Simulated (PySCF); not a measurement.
Run record: excited-state job, `ClC(Cl)=C(Cl)Cl`.

Computed with TDDFT CAM-B3LYP/def2-SVPD, vertical, gas phase, core orbitals frozen in the response (PySCF 2.14.0, density-fitted response routines). Geometry: GFN2-xTB. The input is one job of a driver script: a line of settings, then coordinates in Å.

Input:
```
{"job": {"kind": "uv", "xc": "CAM-B3LYP", "basis": "def2-SVPD", "nstates": 8, "ntriplets": 3}, "charge": 0, "multiplicity": 1}
Cl    -2.025467    -0.695661    -0.038794
C     -0.610169     0.266692    -0.069992
Cl    -0.849213     1.948726    -0.283628
C      0.610681    -0.265450     0.063686
Cl     0.850271    -1.947425     0.278032
Cl     2.027019     0.695108     0.029122
```

Question: What does the run print?

Answer: 
```
coarse grid: 8672 points
cycle   1  E = -1916.0807236897  dE =  1.089e+00  |g| = 5.570e-01  |ddm| = 4.466e+00
cycle   2  E = -1915.9972861271  dE =  8.344e-02  |g| = 8.286e-01  |ddm| = 4.471e+00
cycle   3  E = -1916.1678772565  dE = -1.706e-01  |g| = 2.452e-02  |ddm| = 2.565e+00
cycle   4  E = -1916.1681307849  dE = -2.535e-04  |g| = 1.146e-02  |ddm| = 1.758e-01
cycle   5  E = -1916.1681710868  dE = -4.030e-05  |g| = 2.083e-03  |ddm| = 3.826e-02
cycle   6  E = -1916.1681733967  dE = -2.310e-06  |g| = 3.561e-04  |ddm| = 9.609e-03
final grid: 69400 points
cycle   7  E = -1916.3706795837  dE = -9.024e-06  |g| = 2.956e-03  |ddm| = 5.900e-02
cycle   8  E = -1916.3706791637  dE =  4.200e-07  |g| = 3.171e-03  |ddm| = 8.374e-03
cycle   9  E = -1916.3706814909  dE = -2.327e-06  |g| = 5.184e-04  |ddm| = 7.608e-03
cycle  10  E = -1916.3706815633  dE = -7.244e-08  |g| = 3.562e-05  |ddm| = 1.682e-03
cycle  11  E = -1916.3706815640  dE = -6.389e-10  |g| = 7.794e-06  |ddm| = 2.430e-04
converged SCF energy = -1916.3706815640

Static polarisability (au): isotropic 80.972, principal 53.420 90.148 99.347

Singlet excitations
state   eV       nm        f      main configurations
  1   5.4847    226.1   0.00001   H->L+1 0.92
  2   6.0137    206.2   0.40551   H->L 0.97
  3   6.0857    203.7   0.00021   H->L+2 0.89
  4   6.2046    199.8   0.00004   H->L+3 0.88
  5   6.6550    186.3   0.00000   H-1->L 0.99
  6   7.1752    172.8   0.04415   H->L+4 0.92
  7   7.3901    167.8   0.01323   H-1->L+1 0.85
  8   7.5295    164.7   0.00000   H-1->L+2 0.61, H-3->L+3 0.14, H-5->L+1 0.12

Triplet excitations (Tamm-Dancoff, eV): 3.5865 5.0618 5.6287
```

The SCF starts on a coarse grid where the log names one; the energy can jump when the final grid takes over, and dE then counts from the start density on the new grid. H and L stand for HOMO and LUMO; the number after each pair is its weight.

Question: Give the mean polarisability as a volume in Å³, and the ratio of the largest to the smallest principal value.

Answer: 80.972 au × 0.148185 = 12.00 Å³; 99.347/53.420 = 1.86.

Main results: HOMO -8.75 eV, LUMO -0.08 eV; lowest singlet 5.48 eV; lowest triplet 3.59 eV (Tamm–Dancoff); mean polarisability 81.0 au.

Time: 15 s wall. Hardware: one thread of an x86-64 server, shared host.
Labels such as C1 count atoms from 1, the log's own numbers from 0.
